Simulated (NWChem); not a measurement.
System: fluorine (F2); SMILES FF

Here is an NWChem input.

```
start job
memory heap 200 mb stack 900 mb global 1100 mb
geometry units angstroms
  F      0.000000     0.000000     0.688226
  F      0.000000     0.000000    -0.688226
end
basis spherical
  * library 6-31g*
end
dft
  xc hfexch
  iterations 150
end
driver
  maxiter 120
end
task dft optimize
task dft freq
```

NWChem printed, in part:

```
             Northwest Computational Chemistry Package (NWChem) 7.3.0
             --------------------------------------------------------

 ORDER OF PRIMARY AXIS IS BEING SET TO 4
 D4H symmetry detected

                             Geometry "geometry" -> ""
                             -------------------------

 Output coordinates in angstroms (scale by  1.889725989 to convert to a.u.)

  No.       Tag          Charge          X              Y              Z
 ---- ---------------- ---------- -------------- -------------- --------------
    1 F                    9.0000     0.00000000     0.00000000     0.68822600
    2 F                    9.0000     0.00000000     0.00000000    -0.68822600

 Effective nuclear repulsion energy (a.u.)      31.1404663359

      Symmetry information
      --------------------

 Group name             D4h
 Group number             28
 Group order              16
 No. of unique centers     1

                                Z-matrix (autoz)
                                --------

 Units are Angstrom for bonds and degrees for angles

      Type          Name      I     J     K     L     M      Value
      ----------- --------  ----- ----- ----- ----- ----- ----------
    1 Stretch                  1     2                       1.37645

  xc_inp: hfexch multiplicative factor not found.

                           NWChem Geometry Optimization
                           ----------------------------

 maximum gradient threshold         (gmax) =   0.000450
 rms gradient threshold             (grms) =   0.000300
 maximum cartesian step threshold   (xmax) =   0.001800
 rms cartesian step threshold       (xrms) =   0.001200
 fixed trust radius                (trust) =   0.300000
 source of zmatrix                         =   autoz

          -------------------
          Energy Minimization
          -------------------

 Using diagonal initial Hessian
 Scaling for Hessian diagonals: bonds = 1.00  angles = 0.25  torsions = 0.10

          --------
          Step   0

                                 NWChem DFT Module
                                 -----------------

 Summary of "ao basis" -> "ao basis" (spherical)
 ------------------------------------------------------------------------------
       Tag                 Description            Shells   Functions and Types
 ---------------- ------------------------------  ------  ---------------------
 F                           6-31g*                  6       14   3s2p1d

      Symmetry analysis of basis
      --------------------------

        a1g         6
        a1u         0
        a2g         0
        a2u         6
        b1g         1
        b1u         1
        b2g         1
        b2u         1
        eg          6
        eu          6

            General Information
            -------------------
          SCF calculation type: DFT
          Wavefunction type:  closed shell.
          No. of atoms     :     2
          No. of electrons :    18
           Alpha electrons :     9
            Beta electrons :     9
          Charge           :     0
          Spin multiplicity:     1
          Use of symmetry is: on ; symmetry adaption is: on
          Maximum number of iterations: 150
          AO basis - number of functions:    28
                     number of shells:    12
          Convergence on energy requested:  1.00D-06
          Convergence on density requested:  1.00D-05
          Convergence on gradient requested:  5.00D-04

              XC Information
              --------------
                     Hartree-Fock (Exact) Exchange  1.000

      Superposition of Atomic Density Guess
      -------------------------------------

 Sum of atomic energies:        -198.74466405

      Non-variational initial energy
      ------------------------------

 Total energy =    -198.534425
 1-e energy   =    -340.783896
 2-e energy   =     111.109005
 HOMO         =      -0.473104
 LUMO         =      -0.137440

      Symmetry analysis of molecular orbitals - initial
      -------------------------------------------------

 !! scf_movecs_sym_adapt:    4 vectors were symmetry contaminated

  Symmetry fudging

 !! scf_movecs_sym_adapt:    2 vectors were symmetry contaminated

  Numbering of irreducible representations:

     1 a1g         2 a1u         3 a2g         4 a2u         5 b1g
     6 b1u         7 b2g         8 b2u         9 eg         10 eu

  Orbital symmetries:

     1 a1g         2 a2u         3 a1g         4 a2u         5 a1g
     6 eu          7 eu          8 eg          9 eg         10 a2u
    11 a2u        12 eu         13 eu         14 a1g        15 eg
    16 eg         17 a1g        18 eu         19 eu

   convergence    iter        energy       DeltaE   RMS-Dens  Diis-err
 ---------------- ----- ----------------- --------- --------- ---------
 d= 0,ls=0.0,diis     1   -198.6494640039 -2.30D+02  8.13D-03  2.58D-01
 d= 0,ls=0.0,diis     2   -198.6709017184 -2.14D-02  2.07D-03  2.25D-02

 !! scf_movecs_sym_adapt:    2 vectors were symmetry contaminated

  Symmetry fudging
 d= 0,ls=0.0,diis     3   -198.6725947463 -1.69D-03  4.51D-04  6.36D-04

 !! scf_movecs_sym_adapt:    4 vectors were symmetry contaminated

  Symmetry fudging

 !! scf_movecs_sym_adapt:    4 vectors were symmetry contaminated

 d= 0,ls=0.0,diis     4   -198.6726703900 -7.56D-05  1.02D-04  2.75D-05
 d= 0,ls=0.0,diis     5   -198.6726739038 -3.51D-06  1.40D-05  5.11D-07
 d= 0,ls=0.0,diis     6   -198.6726739767 -7.29D-08  1.31D-06  3.06D-09

         Total DFT energy =     -198.672673976714
      One electron energy =     -340.070904951302
           Coulomb energy =      130.241195471055
    Exchange-Corr. energy =      -19.983430832362
 Nuclear repulsion energy =       31.140466335895

 Numeric. integr. density =        0.000000000000

                  Occupations of the irreducible representations
                  ----------------------------------------------

                     irrep           alpha         beta
                     --------     --------     --------
                     a1g               3.0          3.0
                     a1u               0.0          0.0
                     a2g               0.0          0.0
                     a2u               2.0          2.0
                     b1g               0.0          0.0
                     b1u               0.0          0.0
                     b2g               0.0          0.0
                     b2u               0.0          0.0
                     eg                2.0          2.0
                     eu                2.0          2.0

                       DFT Final Molecular Orbital Analysis
                       ------------------------------------

 Vector    7  Occ=2.000000D+00  E=-7.554610D-01  Symmetry=a1g
              MO Center= -2.3D-17, -5.0D-17,  2.2D-17, r^2= 1.0D+00
   Bfn.  Coefficient  Atom+Function         Bfn.  Coefficient  Atom+Function
  ----- ------------  ---------------      ----- ------------  ---------------
     5      0.439459  1 F  pz                19     -0.439459  2 F  pz
     9      0.290388  1 F  pz                23     -0.290388  2 F  pz
     6      0.149799  1 F  s                 20      0.149799  2 F  s
     2      0.096021  1 F  s                 16      0.096021  2 F  s
     1     -0.037997  1 F  s                 15     -0.037997  2 F  s

 Vector    8  Occ=2.000000D+00  E=-6.500270D-01  Symmetry=eg
              MO Center=  6.5D-18, -2.9D-18, -1.2D-14, r^2= 9.0D-01
   Bfn.  Coefficient  Atom+Function         Bfn.  Coefficient  Atom+Function
  ----- ------------  ---------------      ----- ------------  ---------------
     4      0.391186  1 F  py                18     -0.391186  2 F  py
     3      0.330395  1 F  px                17     -0.330395  2 F  px
     8      0.267027  1 F  py                22     -0.267027  2 F  py
     7      0.225530  1 F  px                21     -0.225530  2 F  px

 Vector    9  Occ=2.000000D+00  E=-6.500270D-01  Symmetry=eg
              MO Center=  2.7D-15, -2.3D-15,  3.9D-16, r^2= 9.0D-01
   Bfn.  Coefficient  Atom+Function         Bfn.  Coefficient  Atom+Function
  ----- ------------  ---------------      ----- ------------  ---------------
     3      0.391186  1 F  px                17     -0.391186  2 F  px
     4     -0.330395  1 F  py                18      0.330395  2 F  py
     7      0.267027  1 F  px                21     -0.267027  2 F  px
     8     -0.225530  1 F  py                22      0.225530  2 F  py

 Vector   10  Occ=0.000000D+00  E= 1.377817D-01  Symmetry=a2u
              MO Center= -2.7D-16,  2.1D-16,  1.3D-16, r^2= 9.6D-01
   Bfn.  Coefficient  Atom+Function         Bfn.  Coefficient  Atom+Function
  ----- ------------  ---------------      ----- ------------  ---------------
     9      0.577868  1 F  pz                23      0.577868  2 F  pz
     5      0.501710  1 F  pz                19      0.501710  2 F  pz
     6     -0.299496  1 F  s                 20      0.299496  2 F  s
     2     -0.138306  1 F  s                 16      0.138306  2 F  s
     1      0.054660  1 F  s                 15     -0.054660  2 F  s

 Vector   11  Occ=0.000000D+00  E= 1.361399D+00  Symmetry=eu
              MO Center= -5.4D-21, -6.7D-22, -3.3D-16, r^2= 1.2D+00
   Bfn.  Coefficient  Atom+Function         Bfn.  Coefficient  Atom+Function
  ----- ------------  ---------------      ----- ------------  ---------------
     3      0.657953  1 F  px                17      0.657953  2 F  px
     7     -0.632277  1 F  px                21     -0.632277  2 F  px
     4     -0.092955  1 F  py                18     -0.092955  2 F  py
     8      0.089328  1 F  py                22      0.089328  2 F  py
    13     -0.043464  1 F  d  1              27      0.043464  2 F  d  1

 Vector   12  Occ=0.000000D+00  E= 1.361399D+00  Symmetry=eu
              MO Center= -8.6D-17, -2.1D-17, -1.7D-15, r^2= 1.2D+00
   Bfn.  Coefficient  Atom+Function         Bfn.  Coefficient  Atom+Function
  ----- ------------  ---------------      ----- ------------  ---------------
     4      0.657953  1 F  py                18      0.657953  2 F  py
     8     -0.632277  1 F  py                22     -0.632277  2 F  py
     3      0.092955  1 F  px                17      0.092955  2 F  px
     7     -0.089328  1 F  px                21     -0.089328  2 F  px
    11      0.043464  1 F  d -1              25     -0.043464  2 F  d -1

     Multipole analysis of the density
     ---------------------------------

     L   x y z        total         alpha         beta         nuclear
     -   - - -        -----         -----         ----         -------
     0   0 0 0     -0.000000     -9.000000     -9.000000     18.000000

     1   1 0 0      0.000000      0.000000      0.000000      0.000000
     1   0 1 0     -0.000000     -0.000000     -0.000000      0.000000
     1   0 0 1      0.000000      0.000000      0.000000      0.000000

[...]

      ----------------------
      Optimization converged
      ----------------------

  Step       Energy      Delta E   Gmax     Grms     Xrms     Xmax
  ---- ---------------- -------- -------- -------- -------- --------
@    2    -198.67346166 -1.2D-06  0.00010  0.00010  0.00065  0.00112
                                     ok       ok       ok       ok

                                Z-matrix (autoz)
                                --------

 Units are Angstrom for bonds and degrees for angles

      Type          Name      I     J     K     L     M      Value     Gradient
      ----------- --------  ----- ----- ----- ----- ----- ---------- ----------
    1 Stretch                  1     2                       1.34712   -0.00010

                         Geometry "geometry" -> "geometry"
                         ---------------------------------

 Output coordinates in angstroms (scale by  1.889725989 to convert to a.u.)

  No.       Tag          Charge          X              Y              Z
 ---- ---------------- ---------- -------------- -------------- --------------
    1 F                    9.0000     0.00000000     0.00000000     0.67355901
    2 F                    9.0000     0.00000000     0.00000000    -0.67355901

 Effective nuclear repulsion energy (a.u.)      31.8185614023

      Symmetry information
      --------------------

 Group name             D4h
 Group number             28
 Group order              16
 No. of unique centers     1

                Final and change from initial internal coordinates
                --------------------------------------------------

                                Z-matrix (autoz)
                                --------

 Units are Angstrom for bonds and degrees for angles

      Type          Name      I     J     K     L     M      Value       Change
      ----------- --------  ----- ----- ----- ----- ----- ---------- ----------
    1 Stretch                  1     2                       1.34712   -0.02933

[second-derivative integrals and response iterations left out]

  Vibrational analysis via the FX method

  See chapter 2 in "Molecular Vibrations" by Wilson, Decius and Cross

  Vib: Default input used

 ---------------------------- Atom information ----------------------------
     atom    #        X              Y              Z            mass
 --------------------------------------------------------------------------
    F        1  0.0000000D+00  0.0000000D+00  1.2728420D+00  1.8998400D+01
    F        2  0.0000000D+00  0.0000000D+00 -1.2728420D+00  1.8998400D+01
 --------------------------------------------------------------------------

[unprojected Hessian and modes left out]

        Vibrational analysis via the FX method
  --- with translations and rotations projected out ---
  --- via the Eckart algorithm                      ---
 Dependent rotation vector no.                    3
  found in ECKART; assuming linear geometry
 Projected Nuclear Hessian trans-rot subspace norm:1.1291D-60
                         (should be close to zero!)

[projected Hessian left out]

 Rotational Constants
 --------------------
 A=   0.000000 cm-1  (  0.000000 K)
 B=   0.977916 cm-1  (  1.406972 K)
 C=   0.977916 cm-1  (  1.406972 K)

 Temperature                      =   298.15K
 frequency scaling parameter      =   1.0000

 Linear Molecule

 Zero-Point correction to Energy  =    1.762 kcal/mol  (  0.002807 au)
 Thermal correction to Energy     =    3.251 kcal/mol  (  0.005181 au)
 Thermal correction to Enthalpy   =    3.844 kcal/mol  (  0.006125 au)

 Total Entropy                    =   48.102 cal/mol-K
   - Translational                =   36.817 cal/mol-K (mol. weight =  37.9968)
   - Rotational                   =   11.249 cal/mol-K (symmetry #  =        2)
   - Vibrational                  =    0.036 cal/mol-K

 Cv (constant volume heat capacity) =    5.150 cal/mol-K
   - Translational                  =    2.979 cal/mol-K
   - Rotational                     =    1.986 cal/mol-K
   - Vibrational                    =    0.184 cal/mol-K

[normal modes left out]

 ----------------------------------------------------------------------------
 Normal Eigenvalue ||           Projected Infra Red Intensities
  Mode   [cm**-1]  || [atomic units] [(debye/angs)**2] [(KM/mol)] [arbitrary]
 ------ ---------- || -------------- ----------------- ---------- -----------
    1        0.000 ||    0.000000           0.000         0.000       1.270
    2        0.000 ||    0.000000           0.000         0.000      30.514
    3        0.000 ||    0.000000           0.000         0.000       1.062
    4        0.000 ||    0.000000           0.000         0.000       3.755
    5        0.000 ||    0.000000           0.000         0.000       1.995
    6     1232.828 ||    0.000000           0.000         0.000      21.405
 ----------------------------------------------------------------------------
```

Level: Hartree-Fock/6-31G* (spherical d).
